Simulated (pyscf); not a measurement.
Thermochemistry of product channels of Cl–GeH₂• + H₂O on the doublet surface, in kcal/mol, from ωB97M-D3(BJ)/def2-TZVP energies (ideal gas, 1 atm, RRHO with modes under 100 cm⁻¹ raised to 100, one conformer, R ln 2 for chiral ones without a mode under 150 cm⁻¹). Structures and frequencies: ωB97X-D3(BJ)/def2-SVP in PySCF.

| products | ΔE | ΔH(298 K) | ΔG(298 K) | ΔG(1200 K) |
|---|---|---|---|---|
| HO–GeH•–Cl + H₂ | -5.6 | -8.2 | -6.7 | -4.8 |
| HO–GeH₂• + HCl | ___ | +10.3 | +10.4 | +9.7 |

Problem. Complete the blanks.

Solution. 
- HO–GeH₂• + HCl, ΔE: +11.9

These are energies of the channels, which say nothing of barriers. Elements up to Kr have no core potential and no relativistic terms here.
